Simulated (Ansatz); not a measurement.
Relaxation of AlH4OSi (7 atoms, charge -1, multiplicity 1), to a largest force component of 0.015 eV/Å in at most 40 steps.

All numbers below come from RKS B3LYP-D4/def2-SVP in Ansatz.

```xyz
7
Properties=species:S:1:pos:R:3:forces:R:3
O -1.785 -0.206 -0.969 -0.47 0.36 -0.20
Si -0.087 -0.346 -1.345 -0.07 -0.02 -0.94
Al 0.970 -0.084 0.774 0.54 1.37 1.61
H -2.075 -0.884 -0.369 -0.20 -0.59 0.41
H 0.044 1.153 -1.750 0.45 -0.27 0.12
H 2.491 0.374 1.282 0.14 -0.34 -0.59
H 0.441 -0.006 2.377 -0.39 -0.51 -0.41
```

Question: Where does it end, and by what steps?

Answer: The run converged. Limits of this set-up: an anion without diffuse functions, the dipole of an ion depends on the origin. After 11 steps the energy has fallen by 0.603 eV; Al3 moved furthest, 0.51 Å.

| step | energy less start (eV) | largest force component (eV/Å) | accepted |
| --- | --- | --- | --- |
| 0 | 0.0000 | 1.611 | yes |
| 1 | -0.3517 | 0.446 | yes |
| 2 | -0.3936 | 0.248 | yes |
| 3 | -0.4408 | 0.455 | yes |
| 4 | -0.4867 | 0.647 | yes |
| 5 | -0.5623 | 0.606 | yes |
| 6 | -0.5405 | 0.658 | no |
| 7 | -0.5983 | 0.118 | yes |
| 8 | -0.6013 | 0.052 | yes |
| 9 | -0.5967 | 0.114 | no |
| 10 | -0.6028 | 0.047 | yes |
| 11 | -0.6032 | 0.013 | yes |

```xyz
7
Properties=species:S:1:pos:R:3
O -1.839 -0.233 -1.079
Si -0.107 -0.096 -0.994
Al 0.945 0.327 1.080
H -2.131 -0.814 -0.366
H 0.152 0.888 -2.121
H 2.573 0.403 1.082
H 0.407 -0.475 2.398
```

Whether the end is a true minimum wasn't checked by a vibrational analysis.

The run took 24 s on 1 thread of Arm Neoverse V2, on a shared host, peak memory 0.14 GiB.
